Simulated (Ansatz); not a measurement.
The input, for Ansatz 0.2.0:

```yaml
crystal:
  periodic: [false, false, false]
  atoms:
    - {symbol: O, position_ang: [0.000000, 0.000000, 0.553564]}
    - {symbol: Mg, position_ang: [0.000000, 0.000000, -3.025475]}
    - {symbol: H, position_ang: [0.000000, 0.000000, 2.471911]}
basis:
  gaussian: {orbitals: cc-pVDZ}
correlation: {method: fic_mrcisd_q, electrons: outside_noble_gas, active_space: {window: {electrons: 3, orbitals: 3}}}
magnetization: {spin_polarized: true, initial_magnetization: 1}
```

```sh
$ ansatz run in.yaml --threads 1 --pin off --events-out ev --progress --plain --max-ram 2393MiB
```

One thing in this input was set wrong on purpose, beside settings that are merely unusual. What is the gravest fault, and what does the program do?

Active space on unrestricted orbitals. How the run ends: refused.
```
Error: invalid value for `correlation.active_space`: it starts from restricted Hartree–Fock orbitals; set hamiltonian.xc: hf without magnetization.spin_polarized
```
